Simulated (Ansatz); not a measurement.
A made-up structure of CH2NSi (charge +1), closed shell:

```xyz
5
angstrom
C -0.3705 0.6513 -0.4973
Si 0.4426 -0.7789 0.5937
N 1.1868 -2.0860 1.5930
H -0.5428 0.5054 -1.6980
H -0.7161 1.7083 0.0086
```

It is relaxed with PBE-D4/def2-SVP and then PBE0-D4/def2-TZVP (Ansatz 0.2.0). Atoms count as bonded within 1.22 times the sum of their covalent radii (H–H: 0.88 Å). The end point is not checked to be a true minimum.

Does its bonding change? (A judgement: the text doesn't fix the answer.)

The calculation gives: No: no bond forms or breaks.

Where it ends: The first stage lowers the energy by 1.02 eV in 5 steps. It ends as CH₂NSi ([CH2][Si][N]), total charge +1:
```
atom    x (Å)    y (Å)    z (Å)
  C1  -0.2209   0.3585  -0.2754
 Si2  -0.5050  -1.1011   0.7264
  N3   1.0936  -0.9021   0.7470
  H4  -0.1070   0.2876  -1.3567
  H5  -0.2608   1.3571   0.1587
```

Labels in which every atom is bracketed show which atoms are joined, not bond orders.

For scale, one of the runs: PBE0-D4/def2-TZVP relaxation, 111 basis functions, launched by `ansatz run in.yaml --threads 2 --pin off --events-out ev --progress --plain --max-ram 4352MiB`. The run took about 37 s on 2 CPU threads of an Intel Xeon Platinum 8488C (shared host).
